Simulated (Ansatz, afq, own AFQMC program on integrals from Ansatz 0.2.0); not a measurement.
Integrals from Ansatz 0.2.0, then the random walk in our own AFQMC program (afq).

```yaml
crystal:
  periodic: [false, false, false]
  atoms:
    - {symbol: Cl, position_ang: [-0.000015, -0.280763, 1.937572]}
    - {symbol: B, position_ang: [0.000032, -0.350509, 0.247624]}
    - {symbol: P, position_ang: [-0.000016, -0.328377, -1.458560]}
    - {symbol: H, position_ang: [-0.000001, 0.959649, -0.726635]}
basis:
  gaussian: {orbitals: cc-pVDZ}
magnetization: {spin_polarized: false}
correlation: {method: ccsd_t, electrons: outside_noble_gas, hamiltonian_folder: ham}
```

```sh
$ ansatz run in.yaml --threads 1 --pin off --events-out ev --progress --plain --max-ram 1843MiB
```

afq runs on the folder ham with

```
--method phaseless --trial cisd --walkers 60 --populations 1 --least-time 40 --time-step 0.005 --steps-per-block 50 --equilibration-blocks 28 --max-blocks 300 --target-error 0.00048 --factor-cut 1e-05 --seed 742 --release-times 0.24,0.51,0.99,1.62,2.4 --release-step 0.03 --release-every 4 --taylor-order 6
```

Times are imaginary, in 1/Eh. The walk had a cap of 1104 s.

Output of the walk:

```
orbitals 44  electrons 8 8  factors 351 of 562
reference energy -825.49576991 Eh
CCSD correlation -0.36365713 Eh in 10 cycles, weight of the determinant in the CISD state 0.8324
energy of the start -825.859427 Eh
 block  time / (1/Eh)  mean weight  energy / Eh
     1     0.250  0.9984  -825.850033
     2     0.500  0.9999  -825.855669
     3     0.750  1.0013  -825.860378
     4     1.000  1.0003  -825.862379
     5     1.250  1.0002  -825.862046
     7     1.750  0.9997  -825.864853
     9     2.250  0.9991  -825.865656
    17     4.250  0.9995  -825.869107
    33     8.250  1.0029  -825.873697
    49    12.250  1.0016  -825.882811
    65    16.250  1.0006  -825.862974
    81    20.250  0.9984  -825.880635
    97    24.250  1.0018  -825.881333
   113    28.250  1.0016  -825.877333
   129    32.250  0.9991  -825.876256
   145    36.250  0.9985  -825.870254
   161    40.250  1.0041  -825.879532
   177    44.250  0.9985  -825.873561
   193    48.250  0.9999  -825.868523
   209    52.250  1.0026  -825.903579
   225    56.250  1.0000  -825.880144
   241    60.250  0.9997  -825.880273
   249    62.250  1.0014  -825.861579
   257    64.250  0.9994  -825.870801
   273    68.250  0.9978  -825.879341
   289    72.250  0.9995  -825.875433
   305    76.250  1.0019  -825.870177
   321    80.250  0.9993  -825.869803
blocks merged  error / Eh  count
     1  0.000467  300
     2  0.000579  150
     4  0.000724  75
     8  0.000859  37
    16  0.000955  18
    32  0.001069  9
released: time / (1/Eh)  energy / Eh  error  mean overlap
  0.24  -825.874969  0.000785  1.0087
  0.51  -825.876029  0.000726  0.9992
  0.99  -825.876162  0.000649  0.9914
  1.62  -825.875004  0.000805  1.0178
  2.40  -825.875150  0.001133  1.0309
energy -825.875447 +/- 0.000955 Eh
(rows thinned)
```

The run passed its tests (sampling time, drift between the halves within three errors, error under three times the target), which doesn't prove that it has relaxed.

Against this walk (error 26.0 meV) on the same determinant: CCSD(T) 45.2 meV higher (within the noise), CCSDT(Q) 10.3 meV lower (within the noise). The error is statistical and leaves out the bias of the constraint. Released to 2.40 1/Eh the energy moves by 8 ± 40 meV (both errors), within twice the noise.

Cautions: constraint bias not in the error; error above the target (26.0 against 13.1 meV).

The walk took 5 min on 1 thread of Intel(R) Xeon(R) 6975P-C (Granite Rapids), with other jobs on the host. The log's last line is the phaseless energy.

CCSDT and higher add their correlation energy to the determinant of the CCSD(T) run, since their own runs factorise the integrals more tightly (a shift of under 2 meV).
